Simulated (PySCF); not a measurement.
C₅H₇ (doublet state).
Geometry (GFN2-xTB, Å), atoms numbered from 1 in this order:
```xyz
12
C5H7 angstrom
C     -2.5803    0.2856    0.1279
C     -1.4419   -0.3946    0.0623
C     -0.1319    0.2302    0.0226
C      0.9986   -0.4155   -0.0708
C      2.4360   -0.2151   -0.1346
H     -3.5372   -0.2062    0.1542
H     -2.5959    1.3634    0.1559
H     -1.4498   -1.4758    0.0333
H     -0.1554    1.3276    0.0760
H      2.9240   -0.7278    0.6958
H      2.7007    0.8495   -0.0833
H      2.8342   -0.6220   -1.0653
```

The hyperfine couplings belong to this conformer and change with its torsions.

As a line formula: `C=C/C=[C]/C` [radical].

The calculation used PySCF, UKS B3LYP, pcH-1 on C H, non-relativistic, mean-field spin-orbit, GIAO. The structure is a single GFN2-xTB conformer in the gas phase; no vibrational or solvent corrections. Couplings are sensitive to structure, and on GFN2-xTB geometries they can be far from those on DFT ones. Stability of the SCF solution: not tested.

Question: Give the principal g shifts and their parts.

Answer: 
```csv
Δg (ppm),1,2,3
relativistic mass correction,-147,-147,-147
gauge correction,24,3,24
orbital Zeeman/spin–orbit,-589,-20,604
total,-713,-164,481
```

So g = 2.00161, 2.00215, 2.00280 and g_iso = 2.00219; the tensor is rhombic: the two nearest values differ by 46 % of g3 − g1. Axes: g1 points within 4° of the C4–C5 bond and g2 points within 3° of the C3–H9 bond.

Question: What are the electron Larmor frequencies g μB B/h along the three axes at 340 mT?

Answer: 9.5251, 9.5277, 9.5308 GHz for g1, g2 and g3, a range of 5.7 MHz.

Question: Average each term over the three axes. Which is largest in size?

Answer: The mass correction -147, the gauge correction 17 and the orbital-Zeeman/spin–orbit term -2 ppm, for a total of -132 ppm. The mass correction is the largest in size. The mass correction is the same along every axis, so the anisotropy comes from the other two: their spans along these axes are 21 (gauge) and 1193 ppm (orbital Zeeman/spin–orbit).

Question: What effective moment and Curie constant follow for a powder?

Answer: With the mean of g² = 4.0088 and S(S+1) = 0.75: μ_eff = √(⟨g²⟩S(S+1)) = 1.734 μB and χT = 0.12505·⟨g²⟩·S(S+1) = 0.376 cm³ K/mol (cgs; spin-Hamiltonian part alone).

Question: In a frozen sample, at which fields do the three g values resonate at 9.5, 34, 94 and 263 GHz (hyperfine left aside), and which band first spreads them over more than twice a line width of 0.3 mT?

Answer: 
| band | GHz | B(g3) mT | B(g2) mT | B(g1) mT | spread mT |
| --- | --- | --- | --- | --- | --- |
| X | 9.5 | 338.90 | 339.01 | 339.10 | 0.20 |
| Q | 34.0 | 1212.91 | 1213.30 | 1213.64 | 0.72 |
| W | 94.0 | 3353.35 | 3354.43 | 3355.35 | 2.00 |
| J | 263.0 | 9382.24 | 9385.26 | 9387.84 | 5.59 |

The spread grows in proportion to the frequency. Q band is the first where it exceeds 0.6 mT.

The Mulliken spin populations are largest on C4 (+1.01), C3 (-0.16), H9 (+0.09) and H11 (+0.07). No atom but C4 exceeds +0.15.

The HOMO–LUMO gaps are 5.40 eV among the α and 4.24 eV among the β orbitals.

On one thread, Arm Neoverse V2 (aarch64), shared host with 96 logical CPUs at a one-minute load of 29, this took 20 s wall (grids of density and orbitals included) and 0.66 GiB of memory at its peak.
